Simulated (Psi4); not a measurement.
Approach curve of the dimer C2H4 ··· CH4O (SMILES C=C and CO), singlet. Monomers: optimised at B3LYP-D3(BJ) (def2-TZVP), held rigid. Orientation: a higher rigid-body minimum at GFN2-xTB. R is the distance of the centres of mass, along which the second monomer moves.

Geometry at R = 3.41 Å (first 6 atoms: monomer A):
```
12

C     -0.6559     0.0897    -0.0202
C      0.6559    -0.0897     0.0202
H     -1.3428    -0.7442    -0.0992
H     -1.0974     1.0779     0.0243
H      1.3428     0.7442     0.0992
H      1.0975    -1.0779    -0.0243
C      0.6389     2.5796     2.5471
O     -0.2121     1.5223     2.9671
H      1.6893     2.2714     2.5004
H      0.5466     3.3714     3.2891
H      0.3452     2.9846     1.5723
H     -0.1514     0.8050     2.3288
```

Calculation: Psi4 1.11 with SAPT0/jun-cc-pVDZ, frozen core.

Components in kcal/mol:

```tsv
R / Å	electrostatics	exchange	induction	dispersion	total
2.81	-13.06	28.40	-4.92	-6.22	4.19
3.02	-8.03	15.37	-2.84	-4.20	0.31
3.19	-5.54	9.28	-1.83	-3.07	-1.15
3.41	-3.56	4.79	-1.04	-2.08	-1.89
3.65	-2.31	2.31	-0.57	-1.38	-1.96
3.84	-1.70	1.29	-0.36	-1.00	-1.78
4.10	-1.15	0.58	-0.20	-0.66	-1.44
4.40	-0.77	0.23	-0.11	-0.42	-1.07
4.91	-0.42	0.04	-0.04	-0.20	-0.62
5.63	-0.20	0.00	-0.01	-0.09	-0.29
6.59	-0.09	0.00	0.00	-0.03	-0.12
7.87	-0.03	0.00	0.00	-0.01	-0.05
```
